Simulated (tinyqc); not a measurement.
UHF in the sto-6g basis, for CH2, spin multiplicity 3, step by step. One step of it, computed by the program tinyqc.

Problem. Iteration 2: diagonalisation and new density. Diagonalise F' = X^T F X, C = X C', fill 5 alpha and 3 beta electrons from the bottom; D(s) = C_occ C_occ^T. Each column has its largest component positive (the first on a tie).

extrapolated F(alpha) (hartree):
```
             1C 1s      1C 2s     1C 2px     1C 2py     1C 2pz      2H 1s      3H 1s
1C 1s   -11.196265  -2.874782   0.000000   0.000000  -0.005926  -0.416732  -0.416732
1C 2s    -2.874782  -1.473667   0.000000   0.000000   0.032451  -0.501384  -0.501384
1C 2px    0.000000   0.000000  -0.327050   0.000000   0.000000   0.000000   0.000000
1C 2py    0.000000   0.000000   0.000000  -0.146603   0.000000  -0.326033   0.326033
1C 2pz   -0.005926   0.032451   0.000000   0.000000  -0.172671  -0.194954  -0.194954
2H 1s    -0.416732  -0.501384   0.000000  -0.326033  -0.194954  -0.341594  -0.084242
3H 1s    -0.416732  -0.501384   0.000000   0.326033  -0.194954  -0.084242  -0.341594
```

extrapolated F(beta) (hartree):
```
             1C 1s      1C 2s    1C 2px     1C 2py     1C 2pz      2H 1s      3H 1s
1C 1s   -11.018523  -2.811076  0.000000   0.000000  -0.008868  -0.403232  -0.403232
1C 2s    -2.811076  -1.168247  0.000000   0.000000  -0.125547  -0.461931  -0.461931
1C 2px    0.000000   0.000000  0.354709   0.000000   0.000000   0.000000   0.000000
1C 2py    0.000000   0.000000  0.000000  -0.047728   0.000000  -0.300349   0.300349
1C 2pz   -0.008868  -0.125547  0.000000   0.000000   0.302303  -0.102537  -0.102537
2H 1s    -0.403232  -0.461931  0.000000  -0.300349  -0.102537  -0.230416  -0.050373
3H 1s    -0.403232  -0.461931  0.000000   0.300349  -0.102537  -0.050373  -0.230416
```

X:
```
            1C 1s      1C 2s    1C 2px     1C 2py     1C 2pz      2H 1s      3H 1s
1C 1s    1.024811  -0.139054  0.000000   0.000000  -0.005662   0.019033   0.019033
1C 2s   -0.139054   1.138941  0.000000   0.000000   0.051735  -0.209194  -0.209194
1C 2px   0.000000   0.000000  1.000000   0.000000   0.000000   0.000000   0.000000
1C 2py   0.000000   0.000000  0.000000   1.102427   0.000000  -0.201620   0.201620
1C 2pz  -0.005662   0.051735  0.000000   0.000000   1.023126  -0.093883  -0.093883
2H 1s    0.019033  -0.209194  0.000000  -0.201620  -0.093883   1.119333  -0.018041
3H 1s    0.019033  -0.209194  0.000000   0.201620  -0.093883  -0.018041   1.119333
```

Give: F' = X^T F X; orbital energies; coefficients C; F' = X^T F X; orbital energies; coefficients C; D(alpha) after iteration 2; D(beta) after iteration 2.

Solution.

F' = X^T F X (alpha) (hartree):
```
         1       2       3       4       5       6       7
1  -10.995  -1.450   0.000   0.000  -0.029  -0.033  -0.033
2   -1.450  -0.814   0.000   0.000   0.148  -0.295  -0.295
3    0.000   0.000  -0.327   0.000   0.000   0.000   0.000
4    0.000   0.000   0.000   0.091   0.000  -0.344   0.344
5   -0.029   0.148   0.000   0.000  -0.104  -0.203  -0.203
6   -0.033  -0.295   0.000  -0.344  -0.203  -0.073  -0.027
7   -0.033  -0.295   0.000   0.344  -0.203  -0.027  -0.073
```

orbital energies (alpha) (hartree): MO1 -11.199, MO2 -0.835, MO3 -0.468, MO4 -0.333, MO5 -0.327, MO6 0.354, MO7 0.513

coefficients C (alpha):
```
           MO1     MO2     MO3     MO4    MO5     MO6     MO7
1C 1s    0.996  -0.236   0.000   0.084  0.000  -0.126   0.000
1C 2s    0.017   0.859   0.000  -0.437  0.000   0.691   0.000
1C 2px   0.000   0.000   0.000   0.000  1.000   0.000   0.000
1C 2py   0.000   0.000   0.508   0.000  0.000   0.000   1.019
1C 2pz   0.001  -0.008   0.000   0.753  0.000   0.707   0.000
2H 1s   -0.003   0.195   0.475   0.374  0.000  -0.694  -0.680
3H 1s   -0.003   0.195  -0.475   0.374  0.000  -0.694   0.680
```

F' = X^T F X (beta) (hartree):
```
         1       2      3       4       5       6       7
1  -10.820  -1.449  0.000   0.000  -0.010  -0.025  -0.025
2   -1.449  -0.479  0.000   0.000  -0.037  -0.322  -0.322
3    0.000   0.000  0.355   0.000   0.000   0.000   0.000
4    0.000   0.000  0.000   0.194   0.000  -0.349   0.349
5   -0.010  -0.037  0.000   0.000   0.344  -0.123  -0.123
6   -0.025  -0.322  0.000  -0.349  -0.123   0.031  -0.007
7   -0.025  -0.322  0.000   0.349  -0.123  -0.007   0.031
```

orbital energies (beta) (hartree): MO1 -11.020, MO2 -0.617, MO3 -0.383, MO4 0.233, MO5 0.355, MO6 0.473, MO7 0.616

coefficients C (beta):
```
           MO1     MO2     MO3     MO4    MO5     MO6     MO7
1C 1s    0.996  -0.211   0.000  -0.147  0.000  -0.106   0.000
1C 2s    0.015   0.745   0.000   0.710  0.000   0.589   0.000
1C 2px   0.000   0.000   0.000   0.000  1.000   0.000   0.000
1C 2py   0.000   0.000   0.500   0.000  0.000   0.000   1.023
1C 2pz   0.002   0.102   0.000  -0.591  0.000   0.841   0.000
2H 1s   -0.003   0.280   0.480  -0.460  0.000  -0.608  -0.676
3H 1s   -0.003   0.280  -0.480  -0.460  0.000  -0.608   0.676
```

D(alpha) after iteration 2:
```
         1C 1s   1C 2s  1C 2px  1C 2py  1C 2pz   2H 1s   3H 1s
1C 1s    1.054  -0.222   0.000   0.000   0.067  -0.017  -0.017
1C 2s   -0.222   0.929   0.000   0.000  -0.336   0.003   0.003
1C 2px   0.000   0.000   1.000   0.000   0.000   0.000   0.000
1C 2py   0.000   0.000   0.000   0.258   0.000   0.241  -0.241
1C 2pz   0.067  -0.336   0.000   0.000   0.568   0.280   0.280
2H 1s   -0.017   0.003   0.000   0.241   0.280   0.403  -0.048
3H 1s   -0.017   0.003   0.000  -0.241   0.280  -0.048   0.403
```

D(beta) after iteration 2:
```
         1C 1s   1C 2s  1C 2px  1C 2py  1C 2pz   2H 1s   3H 1s
1C 1s    1.037  -0.142   0.000   0.000  -0.020  -0.062  -0.062
1C 2s   -0.142   0.555   0.000   0.000   0.076   0.209   0.209
1C 2px   0.000   0.000   0.000   0.000   0.000   0.000   0.000
1C 2py   0.000   0.000   0.000   0.250   0.000   0.240  -0.240
1C 2pz  -0.020   0.076   0.000   0.000   0.010   0.029   0.029
2H 1s   -0.062   0.209   0.000   0.240   0.029   0.309  -0.152
3H 1s   -0.062   0.209   0.000  -0.240   0.029  -0.152   0.309
```
